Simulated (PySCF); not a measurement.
# `InChI=1S/C5H5N/c1-2-5-3-4-6-5/h1H,3-4H2`

Geometry (Å), atoms numbered from 1 in this order:
```xyz
11

C     2.8749    0.3246    0.5438
C     1.7227    0.0373    0.3529
C     0.3664   -0.2378    0.1432
N    -0.2330   -1.3371   -0.1738
C    -1.5464   -0.6769   -0.1627
C    -0.8462    0.6469    0.2177
H     3.8866    0.5525    0.7051
H    -2.0300   -0.6983   -1.1385
H    -2.2149   -1.0950    0.5889
H    -1.0797    1.0427    1.2045
H    -0.8950    1.4438   -0.5221
```

Method used: PySCF, GIAO B97-2/aug-pcSseg-1 magnetisability, rotational g tensor and spin-rotation constants, non-relativistic, gas phase. Geometry: GFN2-xTB.

**Question.** What are the magnetisability and the molar susceptibility?

**Answer.** Isotropic -724 × 10⁻³⁰ J/T², or -43.6 × 10⁻⁶ cm³/mol; principal values -759, -754, -658 × 10⁻³⁰ J/T², anisotropy 98 × 10⁻³⁰ J/T² (root of half the summed squared differences of the principal values). The susceptibility is in cgs units.

**Question.** Split it along the inertial axes a, b, c into diamagnetic and paramagnetic parts about the centre of mass, with the quadrupole moment.

**Answer.** 
```csv
axis,χ (10⁻⁶ cm³/mol),diamagnetic (10⁻⁶ cm³/mol),paramagnetic (10⁻⁶ cm³/mol),summed x² of all electrons (Å²),quadrupole Θ (D Å)
a,-41.3,-165.8,124.5,121.0,+11.15
b,-44.0,-557.9,513.8,28.6,-8.63
c,-45.4,-634.5,589.1,10.5,-2.52
```
Anisotropies 2χaa − χbb − χcc = +6.8 and 2χbb − χaa − χcc = -1.3 × 10⁻⁶ cm³/mol. Θ is traceless in Buckingham's convention.

**Question.** And the rotational g tensor?

**Answer.** 
| axis | rotational constant (GHz) | g | nuclear part | electronic part |
| --- | --- | --- | --- | --- |
| a | 13.2601 | -0.1525 | 0.6230 | -0.7754 |
| b | 2.4542 | -0.0117 | 0.5808 | -0.5925 |
| c | 2.1267 | -0.0123 | 0.5763 | -0.5886 |

Asymmetric top; isotopes 12C, 1H, 14N; no vibrational averaging.
